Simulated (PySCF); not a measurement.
Acetic acid, SMILES CC(=O)O (C₂H₄O₂) at its CAM-B3LYP/def2-SVP optimised geometry (Å):

```
8

C      0.0613     0.3012     0.0000
C     -0.4462    -0.3870    -1.2338
O     -0.0038     0.2079    -2.3545
O     -1.1606    -1.3513    -1.2592
H     -0.3178    -0.2129     0.8893
H      1.1606     0.3012     0.0000
H     -0.2644     1.3513     0.0000
H     -0.3739    -0.2934    -3.0993
```

Computed with CAM-B3LYP/def2-TZVP (PySCF 2.14.0). Cells within 0.4 Å of a nucleus heavier than hydrogen are left out (blank, or x).

Map of the log10 of the electron density (e/bohr³), floored at −4 on the plane z = 0.0 Å:

```
|0000000000000000000000000000000|
|0000000000000000000000000000000|
|0000000000000111000000000000000|
|0000000000111222211000000000000|
|0000000001223333322100000000000|
|0000000012234444433211000000000|
|0000000012345555544321100000000|
|0000000123456777654432210000000|
|0000000124567888765543321000000|
|0000001234568999876554432100000|
|0000001234578999877665543210000|
|0000001234578999988776554210000|
|0000001234678999998887654321000|
|00000012346789xxx99998764321000|
|00000123456789xxx99998764321000|
|000001234567889xx99988754321000|
|0000112345567899988877654320000|
|0000123345567788877766543210000|
|0001123445566777766655432110000|
|0001233455556666655444322100000|
|0001234455555555544333211000000|
|0001234455555544433221100000000|
|0001234455555443322110000000000|
|0001223445554433221100000000000|
|0000123344444332210000000000000|
|0000012333333322100000000000000|
|0000011223332221000000000000000|
|0000000112221110000000000000000|
|0000000001110000000000000000000|
|0000000000000000000000000000000|
|0000000000000000000000000000000|
```
Scale: ten equal steps from -4.00 (start of '0') to -0.437 (end of '9'), in the order '0123456789'; x runs from -3.50 to 3.50, y from -3.50 (bottom) to 3.50 (top).
